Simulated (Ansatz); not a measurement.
`C/C(=C/F)CO` → `CC/C=C(/O)F`  (isomerisation)

Program: Ansatz. Geometries: PBE0-D4/def2-TZVP. ΔE: electronic, gas phase. CBS: MP2 limit from def2 TZ/QZ plus the TZ coupled-cluster correction, frozen cores. Double bonds are as drawn, so ΔE can hold a change between cis and trans. DFT in def2-TZVPP. Each species was taken in one conformer, which may not be the lowest.

`C/C(=C/F)CO`:

Z-matrix (Å, degrees):
```
C
C 1 1.494
H 1 1.095 2 110.6
H 1 1.093 2 110.4 3 -118.2
H 1 1.091 2 111.9 3 120.7
C 2 1.324 1 120.4 3 -117.8
C 2 1.499 1 117.5 3 63.2
F 6 1.343 2 122.8 1 -179.7
H 6 1.084 2 125.2 1 0.6
O 7 1.417 2 112.1 1 60.9
H 7 1.094 2 109.5 1 -55.5
H 7 1.094 2 110.6 1 -174.2
H 10 0.961 7 107.7 2 64.3
```

`CC/C=C(/O)F`:

Cartesian coordinates in Å:
```
C -0.899 1.438 0.877
C -0.532 0.724 -0.419
C 0.694 -0.114 -0.284
C 0.740 -1.424 -0.458
O 1.842 -2.182 -0.420
F -0.351 -2.152 -0.742
H -0.079 2.074 1.222
H -1.116 0.719 1.670
H -1.779 2.072 0.742
H -1.368 0.103 -0.749
H -0.375 1.472 -1.205
H 1.634 0.359 -0.024
H 1.590 -3.088 -0.209
```

| species | ωB97X-V energy (Eh) |
| --- | --- |
| `C/C(=C/F)CO` | -331.70715 |
| `CC/C=C(/O)F` | -331.71897 |

Problem. Work out ΔE.

Solution. ΔE = (-331.71897) − (-331.70715) = -0.01182 Eh = -7.4 kcal/mol. CCSD(T)/CBS gives -6.4 kcal/mol.

Largest T1 diagnostic among the species: 0.011.
